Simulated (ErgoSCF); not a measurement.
# C2H2P− (SMILES C#C[PH-]) at 4 levels

Aim: a comparison of 4 runs (HF/STO-3G, HF/def2-SVP, PBE/6-31G**, PBE0/def2-SVP) of C2H2P−. 

The calculation is run with ErgoSCF 3.8.

## (1) Starting point

C2H2P− has 5 atoms, charge -1, and is taken as a singlet. SMILES: `C#C[PH-]`. The shape is that of a GFN2-xTB optimisation.

Bond lengths: C1–C2 1.210 Å, C2–P3 1.731 Å, C1–H4 1.053 Å, P3–H5 1.378 Å. Angles: C1–C2–P3 173.9°, C2–C1–H4 176.8°, C2–P3–H5 93.2°.

## (2) A single-point energy at HF/STO-3G (run 1)

File input.ego:

```
set_nthreads(1)
molecule_inline Angstrom
C       -1.110730      -0.608500      -0.001080
C        0.025550      -0.199150       0.075260
P        1.691230       0.230500       0.271370
H       -2.112640      -0.917420      -0.100660
H        1.506590       1.494580      -0.244890
EOF
charge = -1
scf.output_mulliken_pop = 1
scf.max_number_of_iterations = 120
basis = "STO-3G"
tmpdir = "."
scf.use_diagonalization = 1
run "HF"
```

The basis set STO-3G is read from a file made from the Basis Set Exchange's data (not shown).

The run is started by

```
$ ergo < input.ego
```

The program printed:

```text
[...]
INSC SCF_general constructor, number of basis functions: 21
[...]
INSC Energy   1 =       -353.49770870943
[...]
INDE E_LUMO =          0.66226779198
[...]
INSC Energy  18 =       -412.59556251716  ( diff     -0.000000000000455 )
[...]
RESC CONVERGED after  18 iterations.
RESC FINAL ENERGY:       -412.59556251716
[...]
INSC SCF: dipole_moment_x [atomic units] =      -1.55866438
INSC SCF: dipole_moment_y [atomic units] =      -0.06517684
INSC SCF: dipole_moment_z [atomic units] =      -0.31099720
[...]
```

Run time: 1.4 s. Hardware: 1 thread of Arm Neoverse V2, shared host; peak memory 0.26 GiB.

## (3) A single-point energy at HF/def2-SVP (run 2)

File input.ego:

```
# C2H2P, HF
set_nthreads("env")
molecule_inline Angstrom
C     -1.110730    -0.608500    -0.001080
C      0.025550    -0.199150     0.075260
P      1.691230     0.230500     0.271370
H     -2.112640    -0.917420    -0.100660
H      1.506590     1.494580    -0.244890
EOF
basis = "def2-SVP"
tmpdir = "."
scf.use_diagonalization = 1
charge = -1
scf.max_number_of_iterations = 120
scf.output_mulliken_pop = 1
spin_polarization = 0
run "HF"
```

The basis set def2-SVP is read from a file made from the Basis Set Exchange's data (not shown).

The run is started by

```
$ ergo < input.ego
```

The program printed:

```text
[...]
INSC SCF_general constructor, number of basis functions: 56
[...]
INSC Energy   1 =       -177.73694136387
[...]
INDE E_LUMO =          0.36399241105
[...]
INSC Energy  19 =       -417.38092801311  ( diff     -0.000000000006366 )
[...]
RESC CONVERGED after  19 iterations.
RESC FINAL ENERGY:       -417.38092801311
[...]
INSC SCF: dipole_moment_x [atomic units] =      -1.94400573
INSC SCF: dipole_moment_y [atomic units] =       0.01486792
INSC SCF: dipole_moment_z [atomic units] =      -0.42058464
[...]
```

Wall time 8.7 s (1 thread of Arm Neoverse V2, shared host); peak memory 0.26 GiB.

Run 3 isn't shown in full; the table further down has it.

## (4) A single-point energy at PBE0/def2-SVP (run 4)

File molecule.xyz:

```xyz
5

C     -1.110730    -0.608500    -0.001080
C      0.025550    -0.199150     0.075260
P      1.691230     0.230500     0.271370
H     -2.112640    -0.917420    -0.100660
H      1.506590     1.494580    -0.244890
```

File job.ego:

```
set_nthreads("env")
scf.output_mulliken_pop = 1
scf.use_diagonalization = 1
XC.sparse_mode = 0
tmpdir = "."
basis = "def2-SVP"
charge = -1
scf.max_number_of_iterations = 120
XC.radint = 1e-11
XC.angint = 41
molecule "molecule.xyz"
run "PBE0"
```

The basis set def2-SVP is read from a file made from the Basis Set Exchange's data (not shown).

The run is started by

```
$ ergo < job.ego
```

The program printed:

```text
[...]
INDF Weighted mixed functional:
[...]
INSC Energy   1 =       -183.97995173281
[...]
INDE E_LUMO =          0.24084754593
[...]
INSC Energy  21 =       -418.30230082853  ( diff     -0.000000000002615 )
[...]
RESC CONVERGED after  21 iterations.
RESC FINAL ENERGY:       -418.30230082853
[...]
INSC SCF: dipole_moment_x [atomic units] =      -1.75749697
INSC SCF: dipole_moment_y [atomic units] =       0.07766160
INSC SCF: dipole_moment_z [atomic units] =      -0.40342034
[...]
```

Wall time 13 s (1 thread of Arm Neoverse V2, shared host); peak memory 0.26 GiB.

## (5) Overview of the runs

```csv
run,level,integration grid,radint,energy (Eh),wall time
1,HF/STO-3G,–,–,-412.595563,1.4 s
2,HF/def2-SVP,–,–,-417.380928,8.7 s
3,PBE/6-31G** (spherical functions),Turbo,1e-11,-418.408270,8.7 s
4,PBE0/def2-SVP,Turbo,1e-11,-418.302301,13 s
```

## (6) What came out

| quantity | value |
| --- | --- |
| run 4: total energy | -418.30230 Eh |

What this shows: Totals of different functionals can't be ranked against each other. In run 1 the basis is minimal, so the values are rough. All runs together took 32 s, the longest 13 s.
